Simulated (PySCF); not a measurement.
`CC[C-](Cl)C#N`: 4 charge schemes on one density

Species: C4H5ClN (charge -1).
Geometry (PBE0-D3(BJ)/def2-SVP, Å), atoms numbered from 1 in this order:
```
atom  x, y, z in Å
C1    -1.308   -0.154    0.293
C2    -0.133   -0.413   -0.658
C3     1.235   -0.143   -0.113
Cl4    1.622   -1.195    1.318
C5     1.706    1.158    0.006
N6     2.137    2.258    0.030
H7    -1.171   -0.741    1.215
H8    -2.285   -0.427   -0.149
H9    -1.341    0.909    0.582
H10   -0.252    0.215   -1.560
H11   -0.201   -1.461   -1.017
```

Density: PBE0/pcSseg-1 (PySCF); schemes: Mulliken, IAO, Hirshfeld and ESP-fitted. The structure is a single PBE0-D3(BJ)/def2-SVP conformer in the gas phase; no vibrational or solvent corrections. The pcSseg-1 basis has no diffuse functions, a weakness for an anion. The HOMO energy is positive at this level (+0.16 eV), so the outermost electrons may be held by the finite basis alone.

Q: For which atoms does the sign change between the 4 schemes (beyond +0.03 e in one, beyond −0.03 e in another)?

A: C2, C5 and H8. Atomic charges aren't observables, and each scheme defines them in its own way.

Q: Do the Mulliken, IAO, Hirshfeld and ESP-fitted schemes agree on where the charge is lowest?

A: The schemes don't all agree: Mulliken N6 (-0.430); IAO N6 (-0.470); Hirshfeld N6 (-0.409); ESP-fitted C3 (-0.897).

Q: At which atom do the 4 schemes differ most?

A: At C5: from -0.038 (Hirshfeld) to +0.697 e (ESP-fitted), 0.735 e apart.

Q: Give the atomic charges in each scheme.

A: In e:

```tsv
atom	environment	Mulliken	IAO	Hirshfeld	ESP-fitted
C1	methyl carbon	-0.276	-0.419	-0.142	-0.182
C2	chain CH2 carbon	-0.199	-0.225	-0.097	+0.303
C3	carbon bonded to 2 C and Cl	-0.381	-0.360	-0.174	-0.897
Cl4	chlorine bonded to C	-0.263	-0.204	-0.207	-0.188
C5	carbon bonded to C and N	+0.104	+0.093	-0.038	+0.697
N6	nitrogen bonded to C	-0.430	-0.470	-0.409	-0.772
H7	methyl hydrogen	+0.104	+0.130	+0.011	+0.047
H8	methyl hydrogen	+0.057	+0.098	+0.009	-0.034
H9	methyl hydrogen	+0.102	+0.126	+0.022	+0.050
H10	methylene hydrogen	+0.097	+0.125	+0.021	-0.022
H11	methylene hydrogen	+0.085	+0.106	+0.004	-0.002
```

Mean size of the charges over all atoms: ESP-fitted 0.290 e, IAO 0.214 e, Mulliken 0.191 e, Hirshfeld 0.103 e. Each set sums to the total charge, -1, to within 0.001 e. The Mulliken scheme gives each basis function's population to the atom it is centred on and halves the overlap population of two atoms between them.

Q: How many electrons does the Mulliken scheme count on Cl4?

A: Z − q = 17 − (-0.263) = 17.263.

Q: Sum the charges by element, for elements with more than one atom.

A: 
```csv
element,atoms,Mulliken,IAO,Hirshfeld,ESP-fitted
C,4,-0.753,-0.911,-0.451,-0.079
H,5,+0.446,+0.585,+0.067,+0.039
```

Q: How closely do the schemes follow one another over all atoms?

A: Correlation coefficient and root-mean-square difference: Mulliken with IAO 0.98, 0.053 e; Mulliken with Hirshfeld 0.91, 0.107 e; IAO with Hirshfeld 0.88, 0.136 e; Mulliken with ESP-fitted 0.72, 0.307 e; Hirshfeld with ESP-fitted 0.65, 0.352 e; IAO with ESP-fitted 0.65, 0.322 e.
